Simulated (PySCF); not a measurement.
Species: C4H5F.
Atom-mapped SMILES: `[CH3:1][C:2]1=[C:3]([F:4])[CH2:5]1` (hydrogens: H6, H7, H8 on C1; H9, H10 on C5)

Method: PBE0-D3(BJ)/def2-SVP geometry optimisation, gas phase (PySCF).

(1) List the bond lengths, angles and torsions at this level.

Results:

(1) 
| bond | length (pm) | order |
| --- | --- | --- |
| C1–C2 | 147.0 | single |
| C2=C3 | 129.1 | double |
| C3–F4 | 131.0 | single |
| C3–C5 | 146.5 | single |
| C2–C5 | 154.6 | single |
| C1–H6, C1–H7, C1–H8 | 110.1 | single |
| C5–H9, C5–H10 | 110.4 | single |

Bonds in one row agree within 1 pm and their mean is given. Orders are formal, as drawn. A selection of angles:
| angle | degrees |
| --- | --- |
| C2–C1–H6 | 110.7 |
| H6–C1–H7 | 108.5 |
| C1–C2–C3 | 156.3 |
| C1–C2–C5 | 142.3 |
| C3–C2–C5 | 61.4 |
| C2–C3–F4 | 148.9 |
| C2–C3–C5 | 67.9 |
| F4–C3–C5 | 143.2 |
| C3–C5–H9 | 120.5 |
| C2–C5–C3 | 50.7 |
| C2–C5–H9 | 119.3 |
| H9–C5–H10 | 113.0 |

Dihedral angles: C1–C2–C3–F4 0° (synperiplanar); C1–C2–C5–C3 180° (antiperiplanar).

The C–C distances run from 1.291 Å (C2=C3, drawn double) to 1.546 Å (C2–C5, drawn single), a spread of 0.255 Å. The 5 heavy atoms lie in one plane (0.001 Å rms). The 3-membered ring C2–C3–C5 has internal angles of 50.7° to 67.9°.

Point group: Cs (every atom within 0.08 Å of its image). Stationary, but not proved a minimum.

Time: 33 s wall; peak memory 0.39 GiB. Hardware: one thread of an Arm Neoverse V1, on a shared host. That covers the optimisation of the geometry.
